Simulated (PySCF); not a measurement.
# O: ionisation energy

O [He] 2s2 2p4 (3P) → O⁺ [He] 2s2 2p3 (4S), as a difference of total energies. Computed with PySCF 2.14 in cc-pVDZ-DK (3s2p1d, 14 functions), with the spin-free X2C one-electron Hamiltonian (Gaussian nucleus). Correlated levels: valence: 1s2 frozen. The calculations carry no spin-orbit coupling.

```tsv
method	ionisation energy (eV)	error (eV)
UHF	11.954	-1.654
B3LYP	13.905	+0.297
M06-2X	13.510	-0.098
MP2 (valence)	12.828	-0.780
SCS-MP2 (valence)	12.849	-0.759
CCSD (valence)	12.833	-0.775
CCSD(T) (valence)	12.839	-0.769
```

Reference: 13.608 eV (measured; NIST levels, between the centres of gravity of the two terms).

Errors of the correlated levels include the incompleteness of this basis and the frozen core.
